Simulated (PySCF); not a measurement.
Molfile (atoms numbered from 1):
```
C5H12N
     RDKit          3D

 18 18  0  0  0  0  0  0  0  0999 V2000
    1.9027   -0.2438    0.2688 C   0  0  0  0  0  0  0  0  0  0  0  0
    0.6153   -0.3687   -0.5357 C   0  0  2  0  0  0  0  0  0  0  0  0
   -0.1479    0.9790   -0.6563 C   0  0  0  0  0  0  0  0  0  0  0  0
   -1.5594    0.7208   -0.1476 C   0  0  0  0  0  0  0  0  0  0  0  0
   -1.3716   -0.4287    0.7972 N   0  0  0  0  0  0  0  0  0  0  0  0
   -0.3962   -1.3323    0.1033 C   0  0  0  0  0  0  0  0  0  0  0  0
    2.5810    0.4843   -0.1985 H   0  0  0  0  0  0  0  0  0  0  0  0
    1.7124    0.1018    1.2991 H   0  0  0  0  0  0  0  0  0  0  0  0
    2.4353   -1.2043    0.3250 H   0  0  0  0  0  0  0  0  0  0  0  0
    0.8596   -0.7527   -1.5365 H   0  0  0  0  0  0  0  0  0  0  0  0
    0.3457    1.7497   -0.0449 H   0  0  0  0  0  0  0  0  0  0  0  0
   -0.1724    1.3613   -1.6851 H   0  0  0  0  0  0  0  0  0  0  0  0
   -2.0359    1.5598    0.3760 H   0  0  0  0  0  0  0  0  0  0  0  0
   -2.2366    0.3658   -0.9372 H   0  0  0  0  0  0  0  0  0  0  0  0
   -0.9656   -0.0907    1.6788 H   0  0  0  0  0  0  0  0  0  0  0  0
   -2.2509   -0.8978    1.0424 H   0  0  0  0  0  0  0  0  0  0  0  0
    0.0329   -2.0378    0.8272 H   0  0  0  0  0  0  0  0  0  0  0  0
   -0.9729   -1.8956   -0.6429 H   0  0  0  0  0  0  0  0  0  0  0  0
  1  2  1  0
  2  3  1  0
  3  4  1  0
  4  5  1  0
  5  6  1  0
  6  2  1  0
  1  7  1  0
  1  8  1  0
  1  9  1  0
  2 10  1  6
  3 11  1  0
  3 12  1  0
  4 13  1  0
  4 14  1  0
  5 15  1  0
  5 16  1  0
  6 17  1  0
  6 18  1  0
M  CHG  1   5   1
M  END
```

Geometry: PBE0-D3(BJ)/def2-SVP; GIAO absolute shieldings from PySCF 2.14.0 with density-fitted response routines, gas phase, non-relativistic, averaged over equivalent atoms.

At B97-2/pcSseg-1 (162 basis functions, 16 s wall time on 1 thread of an x86-64 server CPU, shared host):
| atoms | σ (ppm) |
| --- | --- |
| C6 | 125.5 |
| C4 | 130.4 |
| C3 | 151.9 |
| C2 | 152.1 |
| C1 | 160.4 |
| N5 | 189.0 |
| H16 | 26.89 |
| H15 | 27.19 |
| H13 | 27.52 |
| H18 | 28.02 |
| H17 | 28.02 |
| H14 | 28.15 |
| H10 | 28.44 |
| H12 | 28.45 |
| H11 | 29.55 |
| H7/H8/H9 | 29.96 |

Task: Predict the values at PBE0/pcSseg-1 on the same geometry.

Result: 
```csv
atoms,σ at PBE0/pcSseg-1,change
C6,125.8,+0.3
C4,131.0,+0.6
C3,152.6,+0.7
C2,153.1,+1.0
C1,161.2,+0.8
N5,190.6,+1.6
H16,26.82,-0.07
H15,27.10,-0.09
H13,27.42,-0.10
H18,27.92,-0.10
H17,27.93,-0.09
H14,28.05,-0.10
H10,28.32,-0.12
H12,28.32,-0.13
H11,29.46,-0.09
H7/H8/H9,29.86,-0.10
```

The largest change is at N5 (ammonium nitrogen). Cost: 162 basis functions, 17 s wall time on 1 thread of an x86-64 server CPU, shared host. The order of the carbon signals is the same at both levels.
